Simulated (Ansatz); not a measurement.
# Worked example: the enthalpy of formation of P2H4 (diphosphine)

The species is P2H4 (6 atoms), meant as a singlet with charge 0. As SMILES, `PP`. The coordinates come from a PBE0-D4/def2-TZVP relaxation. This is one conformer, not always the lowest.

Total energies at HF/aug-cc-pVDZ (Ansatz 0.2.0); the atoms run unrestricted:

| species | state | energy (Eh) |
| --- | --- | --- |
| P2H4 | singlet | -683.796604 |
| P | quartet | -340.709958 |
| H | doublet | -0.499334 |

Harmonic wavenumbers at PBE0-D4/def2-TZVP, in cm⁻¹: 84, 453, 626, 635, 865, 920, 1088, 1095, 2391, 2397, 2399, 2411.

Measured heats of formation of the gaseous atoms at 298.15 K, in kJ/mol: P 316.4, H 218.0. Take 1 Eh = 2625.50 kJ/mol, 1 cm⁻¹ = 0.0119627 kJ/mol, RT = 2.479 kJ/mol.

Question: What heat of formation follows?

Answer: 
1. Electronic atomisation energy: 2 × (-340.709958) + 4 × (-0.499334) − (-683.796604) = 0.379352 Eh = 996.0 kJ/mol.
2. Zero-point energy: half the sum of the wavenumbers, 7682 cm⁻¹ = 91.9 kJ/mol.
3. Thermal vibrational enthalpy, Σ hcν̃/(exp(hcν̃/kT) − 1): 3.9 kJ/mol. Translation, rotation and pV of a non-linear molecule: 4 RT = 9.9 kJ/mol.
4. The 6 free atoms carry 5/2 RT each: 37.2 kJ/mol.
5. Atomisation enthalpy at 298 K: 996.0 − 91.9 − 3.9 − 9.9 + 37.2 = 927.5 kJ/mol.
6. Sum of the atoms' heats of formation: 1504.8 kJ/mol. Heat of formation: 1504.8 − 927.5 = +577.3 kJ/mol.

The tabulated value is +20.9 kJ/mol (CRC Handbook of Chemistry and Physics), so this level is off by +556.4 kJ/mol, or 37.5 % of the atomisation enthalpy. Hartree–Fock leaves out correlation, which is larger in the molecule than in the atoms, so it underbinds and puts the heat of formation too high. Anharmonicity and any spin-orbit splitting of the molecule are left out.
